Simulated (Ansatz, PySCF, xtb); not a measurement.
Breaking a bond: H2, singlet.

- RKS-B3LYP/6-31G* = PySCF 2.14.0 with restricted B3LYP/6-31G*, spherical d
- GFN1-xTB (xtb)
- RCCSD = CCSD on RHF/aug-cc-pVDZ, frozen core (Ansatz, a first-principles code)

Total energies in hartree (comparable only within one method and basis):

| R / Å | RKS-B3LYP/6-31G* | GFN1-xTB | RCCSD |
|---|---|---|---|
| 0.60 | -1.15627 | -1.00236 | -1.14052 |
| 0.64 | -1.16646 | -1.01891 | -1.15238 |
| 0.68 | -1.17242 | -1.02919 | -1.15977 |
| 0.70 | -1.17412 | -1.03248 | -1.16210 |
| 0.73 | -1.17537 | -1.03554 | -1.16421 |
| 0.75 | -1.17545 | -1.03649 | -1.16481 |
| 0.78 | -1.17462 | -1.03654 | -1.16469 |
| 0.80 | -1.17352 | -1.03577 | -1.16403 |
| 0.82 | -1.17206 | -1.03448 | -1.16296 |
| 0.86 | -1.16819 | -1.03073 | -1.15981 |
| 0.93 | -1.15917 | -1.02211 | -1.15183 |
| 1.01 | -1.14664 | -1.01089 | -1.14028 |
| 1.13 | -1.12573 | -0.99273 | -1.12075 |
| 1.24 | -1.10600 | -0.97556 | -1.10251 |
| 1.32 | -1.09188 | -0.96316 | -1.08976 |
| 1.50 | -1.06188 | -0.93637 | -1.06404 |
| 1.66 | -1.03788 | -0.91455 | -1.04545 |
| 1.87 | -1.01048 | -0.88942 | -1.02735 |
| 2.00 | -0.99581 | -0.87595 | -1.01935 |
| 2.24 | -0.97295 | -0.85518 | -1.00958 |
| 2.61 | -0.94675 | -0.83243 | -1.00251 |
| 2.97 | -0.92927 | -0.81882 | -1.00002 |

The restricted form behind RKS-B3LYP/6-31G* keeps the bonding electrons paired and can't separate into open-shell fragments. With two correlated electrons CCSD is exact in the basis where it finds the lowest root (RCCSD).
